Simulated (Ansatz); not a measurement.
# AlH₂O− (SMILES [O-][AlH2]): single points off equilibrium

A test off equilibrium: a structure displaced at random from a GFN2-xTB minimum is computed at several levels, and each is set against CCSD(T).

Computed with Ansatz 0.2.0, Gaussian basis. Level: single points in def2-TZVPPD.

Cores are frozen in the correlated methods. B3LYP uses VWN-RPA correlation.

**1. The starting structure**

SMILES `[O-][AlH2]`, 4 atoms, charge -1, spin multiplicity 1.

Atoms are counted from 1 here; the program's logs count them from 0.

Bond lengths: O1–Al2 1.698 Å, Al2–H3 1.687 Å, Al2–H4 1.679 Å. Angles: O1–Al2–H3 134.6°, O1–Al2–H4 129.9°, H3–Al2–H4 95.2°.

Geometry (Å):

```tsv
atom	x (Å)	y (Å)	z (Å)
O1	0.0745	-0.9399	1.5757
Al2	-0.0051	-0.1138	0.0948
H3	-1.0346	-0.1736	-1.2406
H4	0.8772	1.2066	-0.4512
```

**2. CCSD(T)/def2-TZVPPD**

Input file run/in.yaml:

```yaml
crystal:
  periodic: [false, false, false]
  atoms:
    - {symbol: O, position_ang: [0.074500, -0.939900, 1.575700]}
    - {symbol: Al, position_ang: [-0.005100, -0.113800, 0.094800]}
    - {symbol: H, position_ang: [-1.034600, -0.173600, -1.240600]}
    - {symbol: H, position_ang: [0.877200, 1.206600, -0.451200]}
basis:
  gaussian: {orbitals: "def2-TZVPPD.json"}
total_charge: -1
correlation: {method: ccsd_t}
output: {forces: true}
```

The basis file named in the input lies beside it (Basis Set Exchange, JSON).

The command line of these runs was not kept.

**3. PBE0-D4/def2-TZVPPD**

run/in.yaml, as its differences from that of step 2:

```diff
@@ -10,3 +10,3 @@
 total_charge: -1
-correlation: {method: ccsd_t}
-output: {forces: true}
+hamiltonian: {xc: pbe0, dispersion: d4}
+output: {forces: true, orbitals: {seedname: orbitals}}
```

**4. wB97M-V/def2-TZVPPD**

run/in.yaml, as its differences from that of step 3:

```diff
@@ -10,3 +10,3 @@
 total_charge: -1
-hamiltonian: {xc: pbe0, dispersion: d4}
-output: {forces: true, orbitals: {seedname: orbitals}}
+hamiltonian: {xc: {name: wB97M-V}}
+output: {forces: true}
```

**5. r2SCAN-D4/def2-TZVPPD**

run/in.yaml, as its differences from that of step 4:

```diff
@@ -10,3 +10,3 @@
 total_charge: -1
-hamiltonian: {xc: {name: wB97M-V}}
+hamiltonian: {xc: r2scan, dispersion: d4}
 output: {forces: true}
```

**6. PBE-D4/def2-TZVPPD**

run/in.yaml, as its differences from that of step 5:

```diff
@@ -10,3 +10,3 @@
 total_charge: -1
-hamiltonian: {xc: r2scan, dispersion: d4}
+hamiltonian: {xc: pbe, dispersion: d4}
 output: {forces: true}
```

**7. B3LYP-D4/def2-TZVPPD**

run/in.yaml, as its differences from that of step 6:

```diff
@@ -10,3 +10,3 @@
 total_charge: -1
-hamiltonian: {xc: pbe, dispersion: d4}
+hamiltonian: {xc: {name: B3LYP}, dispersion: d4}
 output: {forces: true}
```

**8. BLYP-D4/def2-TZVPPD**

run/in.yaml, as its differences from that of step 7:

```diff
@@ -10,3 +10,3 @@
 total_charge: -1
-hamiltonian: {xc: {name: B3LYP}, dispersion: d4}
+hamiltonian: {xc: {name: BLYP}, dispersion: d4}
 output: {forces: true}
```

(Steps that only read results are left out.)

What does the calculation give? Wanted: RMS force component; RMS force error; HOMO and LUMO, PBE0-D4; T1 diagnostic.

As calculated:

| quantity | value |
| --- | --- |
| RMS force component | 0.425 to 0.676 eV/Å over the methods |
| RMS force error | PBE0-D4 0.210, wB97M-V 0.192, r2SCAN-D4 0.127, PBE-D4 0.106, B3LYP-D4 0.135, BLYP-D4 0.108 eV/Å |
| HOMO and LUMO, PBE0-D4 | -1.06 and 3.87 eV |
| T1 diagnostic | 0.025 |

On forces the order runs from PBE-D4 to PBE0-D4. Frozen-core CCSD(T) forces in triple zeta carry basis errors of their own, and this is one geometry, so small gaps rank nothing. The T1 diagnostic is large here, over the usual mark for main-group molecules (transition-metal compounds often pass it harmlessly), so CCSD(T) itself may be off.
